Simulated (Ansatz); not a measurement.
# CH₄Si (triplet): B2PLYP, RPA-PBE over vertical spin and charge gaps, cc-pVTZ

How well do these functionals follow the top wave-function level for CH₄Si (triplet) over vertical spin and charge gaps?

Method: cc-pVTZ, all electrons in the functionals, frozen cores in the correlation of double hybrids and RPA; program: Ansatz 0.2.0, Gaussian basis.

The runs, in order: B2PLYP, RPA-PBE, at charge 0, triplet; charge 0, singlet; charge 0, quintet; charge 1, doublet; charge 1, quartet.

## (1) What is computed

The geometry is a PBE0/def2-TZVP stationary point (not a proven minimum).

6 atoms, charge 0, spin multiplicity 3.

Atoms are counted from 1 here; the program's logs count them from 0.

Bond lengths: Si1–C2 1.885 Å, Si1–H3 1.491 Å, C2–H4 1.091 Å, C2–H5 1.093 Å, C2–H6 1.093 Å. Angles: C2–Si1–H3 119.0°, Si1–C2–H4 109.8°, Si1–C2–H5 110.6°, Si1–C2–H6 110.6°, H4–C2–H5 108.2°, H4–C2–H6 108.2°, H5–C2–H6 109.3°.

No dispersion term is added.

The geometry shown and the zero of energy belong to the point charge 0, triplet. The yardstick, UCCSDT(Q), and other wave-function levels (R restricted, U unrestricted, valence and pair active spaces) come from earlier runs.

## (2) B2PLYP, charge 0, triplet

The input, in.yaml:

```yaml
crystal:
  periodic: [false, false, false]
  atoms:
    - {symbol: Si, position_ang: [0.000000, -0.086402, 0.646481]}
    - {symbol: C, position_ang: [0.000000, 0.079187, -1.230736]}
    - {symbol: H, position_ang: [0.000000, 1.148798, 1.480897]}
    - {symbol: H, position_ang: [0.000000, -0.911108, -1.689492]}
    - {symbol: H, position_ang: [0.890815, 0.613122, -1.569773]}
    - {symbol: H, position_ang: [-0.890815, 0.613122, -1.569773]}
basis:
  gaussian: {orbitals: cc-pVTZ}
magnetization: {spin_polarized: true, initial_magnetization: 2}
hamiltonian: {xc: {name: B2PLYP}}
correlation: {electrons: outside_noble_gas}
```

Started as:

```bash
$ ansatz run in.yaml --threads 2 --pin off --events-out ev --progress --plain --max-ram 24576MiB --backend cuda --devices 0, --max-vram 18GiB
```

Further steps of the session: B2PLYP, charge 0, singlet; B2PLYP, charge 0, quintet; B2PLYP, charge 1, doublet; B2PLYP, charge 1, quartet; RPA-PBE, charge 0, triplet; RPA-PBE, charge 0, singlet; RPA-PBE, charge 0, quintet; RPA-PBE, charge 1, doublet; RPA-PBE, charge 1, quartet.

Q: Predict the results of all the runs planned. Wanted: triplet to singlet, UCCSDT(Q); triplet to quintet, UCCSDT(Q); ionisation to the doublet cation, UCCSDT(Q); ionisation to the quartet cation, UCCSDT(Q); largest miss, B2PLYP; largest miss, RPA-PBE.

**Answer**, as computed:

```
                                   quantity                                         value
              triplet to singlet, UCCSDT(Q)                                     -0.583 eV
              triplet to quintet, UCCSDT(Q)                                      7.976 eV
ionisation to the doublet cation, UCCSDT(Q)                                      7.396 eV
ionisation to the quartet cation, UCCSDT(Q)                                     11.716 eV
                       largest miss, B2PLYP  -0.139 eV (ionisation to the doublet cation)
                      largest miss, RPA-PBE  +0.192 eV (ionisation to the doublet cation)
```

In words: Of the functionals, B2PLYP keep the smallest largest miss at the points compared (at most 0.139 eV) and RPA-PBE strays most (0.192 eV, at ionisation to the doublet cation). B2PLYP, RPA-PBE clearly break the spin symmetry at some points (⟨S²⟩ up to 0.44 above the pure value), so energy there is bought with a mixed spin. Functionals and the yardstick converge differently with the basis, so part of each miss in cc-pVTZ is the basis.
